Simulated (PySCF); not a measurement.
This PySCF input (M06-2X/jun-cc-pV(T+d)Z) gives -539.41793 Eh with 196 basis functions.

```python
import numpy as np, basis_set_exchange as bse
from pyscf import gto, scf, dft, df

basis = {'C': gto.basis.parse(bse.get_basis('jun-cc-pV(T+d)Z', elements=['C'], fmt='nwchem')), 'Cl': gto.basis.parse(bse.get_basis('jun-cc-pV(T+d)Z', elements=['Cl'], fmt='nwchem')), 'H': gto.basis.parse(bse.get_basis('jun-cc-pV(T+d)Z', elements=['H'], fmt='nwchem'))}
mol = gto.M(
    atom='''
    C     0.01324194    0.81758858   -0.01276392
    C     1.51567282    0.64569034   -0.01856739
    Cl   -0.83444090   -0.78203684    0.01684244
    H    -0.33330320    1.35547911    0.86643399
    H    -0.34328722    1.32799722   -0.90426753
    H     1.99427262    1.62844639   -0.03651866
    H     1.85214717    0.11523649    0.87210240
    H     1.84217733    0.08779363   -0.89608378
    ''',
    basis=basis,
    charge=0,
    verbose=4,
    max_memory=8640,
)
mf = dft.RKS(mol, xc='m062x')
mf.grids.level = 4
mf = mf.density_fit(auxbasis=df.autoaux(mol))
mf.conv_tol = 1e-9
mf.max_cycle = 100
print('smallest overlap eigenvalue', np.linalg.eigvalsh(mol.intor('int1e_ovlp'))[0])
mf.kernel()
dip = mf.dip_moment()
```

Change:
```diff
- basis = {'C': gto.basis.parse(bse.get_basis('jun-cc-pV(T+d)Z', elements=['C'], fmt='nwchem')), 'Cl': gto.basis.parse(bse.get_basis('jun-cc-pV(T+d)Z', elements=['Cl'], fmt='nwchem')), 'H': gto.basis.parse(bse.get_basis('jun-cc-pV(T+d)Z', elements=['H'], fmt='nwchem'))}
+ basis = {'C': gto.basis.parse(bse.get_basis('cc-pV(T+d)Z', elements=['C'], fmt='nwchem')), 'Cl': gto.basis.parse(bse.get_basis('cc-pV(T+d)Z', elements=['Cl'], fmt='nwchem')), 'H': gto.basis.parse(bse.get_basis('cc-pV(T+d)Z', elements=['H'], fmt='nwchem'))}
```

What does the run give now?

-539.41684 Eh (M06-2X/cc-pV(T+d)Z, 169 functions), a change of +1.09 mEh.
